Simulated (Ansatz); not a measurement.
**C2H4ClF: small, medium and large basis sets**

Aim: see how fast density functionals converge with the basis set for C2H4ClF.

Method: one geometry, several basis sets; program: Ansatz 0.2.0, Gaussian basis.

Plan: PBE0-D4/def2-SVP; ωB97M-V/def2-SVP; PBE0-D4/def2-QZVPP; ωB97M-V/def2-QZVPP; the functionals' def2-TZVPP values are taken from earlier runs.

**1. Structure used throughout**

All runs share one geometry, relaxed beforehand with PBE0-D4 in a triple-zeta def2 set.

SMILES `FCCCl`, 8 atoms, charge 0, spin multiplicity 1.

Atoms are counted from 1 here; the program's logs count them from 0.

Bond lengths: F1–C2 1.375 Å, C2–C3 1.501 Å, C2–H5 1.093 Å, C2–H6 1.096 Å, C3–Cl4 1.778 Å, C3–H7 1.090 Å, C3–H8 1.091 Å. Angles: F1–C2–C3 110.9°, F1–C2–H5 108.3°, F1–C2–H6 108.0°, C3–C2–H5 111.2°, C3–C2–H6 109.0°, H5–C2–H6 109.4°, C2–C3–Cl4 112.2°, C2–C3–H7 110.7°, C2–C3–H8 109.7°, Cl4–C3–H7 107.4°, Cl4–C3–H8 107.5°, H7–C3–H8 109.3°.

**2. PBE0-D4 in def2-SVP**

The input, in.yaml:

```yaml
crystal:
  periodic: [false, false, false]
  atoms:
    - {symbol: F, position_ang: [-1.325794, 0.491620, 1.022931]}
    - {symbol: C, position_ang: [-0.132126, 0.664012, 0.361593]}
    - {symbol: C, position_ang: [0.312013, -0.617262, -0.282365]}
    - {symbol: Cl, position_ang: [-0.747388, -1.095274, -1.627743]}
    - {symbol: H, position_ang: [-0.262146, 1.454939, -0.381804]}
    - {symbol: H, position_ang: [0.620731, 0.974422, 1.095437]}
    - {symbol: H, position_ang: [0.308192, -1.432691, 0.440471]}
    - {symbol: H, position_ang: [1.318617, -0.496867, -0.684320]}
basis:
  gaussian: {orbitals: def2-SVP}
hamiltonian: {xc: pbe0, dispersion: d4}
output: {orbitals: {seedname: orbitals}}
```

On the command line:

```sh
ansatz run in.yaml --threads 2 --pin off --events-out ev --progress --plain --max-ram 4352MiB
```

After this run come: ωB97M-V in def2-SVP; PBE0-D4 in def2-QZVPP; ωB97M-V in def2-QZVPP.

Before running them: what should the planned runs give, taken together? Wanted: PBE0-D4: double and triple zeta above quadruple; ωB97M-V: double and triple zeta above quadruple.

As calculated:

| quantity | value |
| --- | --- |
| PBE0-D4: double and triple zeta above quadruple | 10.78, 0.64 eV |
| ωB97M-V: double and triple zeta above quadruple | 10.92, 0.62 eV |

PBE0-D4 gains 10.14 eV from double to triple zeta, then 0.64 eV more. These are total energies; as a rule much of such shifts cancels in differences, which this series doesn't test. The LUMO of ωB97M-V is positive and keeps falling with the basis (3.30 to 1.77 eV): an unbound level that the basis holds in place.
